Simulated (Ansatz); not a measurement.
C4H3FS can be A, `Fc1ccsc1`, or B, `C=C1C=C(F)S1`.

Gas-phase electronic energies from Ansatz, PBE0-D4/def2-TZVP geometries. CCSD(T)/CBS adds triple-zeta CCSD(T) − MP2 to the extrapolated MP2 energy (def2 sets, frozen cores). This one scheme is used for every species. DFT in def2-TZVPP.

A:

```xyz
9

F     0.0239   -1.1270   -1.9589
C     0.1279   -0.5047   -0.7853
C    -0.9273    0.2695   -0.2546
C    -0.5797    0.8007    0.9507
S     1.0003    0.3571    1.4110
C     1.2417   -0.5590   -0.0069
H    -1.8779    0.4130   -0.7484
H    -1.1729    1.4322    1.5935
H     2.1640   -1.0818   -0.2011
```

B:

Z-matrix (Å, degrees):
```
C
C 1 1.322
H 1 1.084 2 120.2
H 1 1.082 2 121.8 3 180.0
C 2 1.459 1 136.7 3 0.0
S 2 1.810 1 129.4 3 180.0
C 5 1.340 2 95.2 1 180.0
H 5 1.079 2 131.6 1 -0.0
F 7 1.304 5 133.3 2 -180.0
```

Question: Which isomer does CCSD(T)/CBS put lower? Give the gap. (Best estimate.)

Answer: Computed: A, by 37.6 kcal/mol.

Question: Give E(B) − E(A) in kcal/mol with B2PLYP, MP2/def2-TZVPP, r2SCAN-D4, PBE0-D4, ωB97M-V, CCSD(T)/def2-TZVPP, HF/def2-TZVPP. (Best estimate.)

Answer: Computed: B2PLYP 38.5, MP2/def2-TZVPP 41.6, r2SCAN-D4 39.1, PBE0-D4 38.7, ωB97M-V 38.3, CCSD(T)/def2-TZVPP 37.4, HF/def2-TZVPP 36.8. None reverses the order clearly.

Largest T1 diagnostic: 0.014.

From PBE to PBE0 (25 % exact exchange), in def2-TZVPP and without D4, E(B) − E(A) moves by +2.2 kcal/mol.
